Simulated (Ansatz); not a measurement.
Two shapes of singlet CH3O(-).

Shape 1:

```xyz
5

C     0.0199   -0.0392   -0.4842
O    -0.0005    0.0436    0.7569
H    -0.0310   -1.0521   -1.1004
H    -0.9238    0.4763   -1.0691
H     0.8577    0.4795   -1.0648
```

Shape 2:

```xyz
5

C     0.0000    0.0000   -0.4674
O     0.0000    0.0000    0.7189
H     0.0000   -0.9481   -0.9823
H    -0.8211    0.4741   -0.9823
H     0.8211    0.4741   -0.9823
```

Basis set: def2-TZVP (spherical functions). Frozen core: 2 orbitals. Charge -1, multiplicity 1.

Computed with Ansatz (development build ahead of 0.2.0); each method stands on the lowest determinant of its kind that the runs found.

Which shape is lower in energy, and by how much in each method?

```json
{"method": "RHF", "E(2) − E(1) (eV)": "0.419"}
{"method": "RHF-MP2", "E(2) − E(1) (eV)": "0.579"}
```

Shape 1 is lower. Caution: no diffuse functions for an anion; no unrestricted run beside it, a lower state can exist.
